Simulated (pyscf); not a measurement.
Single points on ωB97X-D3(BJ)/def2-SVP structures (PySCF, gas phase).

Task: For the elementary gas-phase step H₂Ga–AsH₂ + H₂ → AsH₃ + GaH₃ (singlet surface; As–Ga, H–H broken, As–H, Ga–H formed), what barrier and reaction energy does ωB97M-D3(BJ)/def2-TZVP give, measured from the separated reactants?

Result: ΔE‡ = 30.0 kcal/mol, ΔE = +8.9 kcal/mol. Zero-point energy shifts the barrier by +2.4 kcal/mol. It is a four-centre exchange, with an imaginary mode of 1287i cm⁻¹. On the product side the descent ends in a complex, 5.5 kcal/mol under the separated species and 22.5 kcal/mol under the saddle at ωB97X-D3(BJ)/def2-TZVP. At the saddle there is also a short Ga–H contact that neither side keeps. This is the saddle that the search found; another between the same sides may lie lower. Elements up to Kr have no core potential and no relativistic terms here.
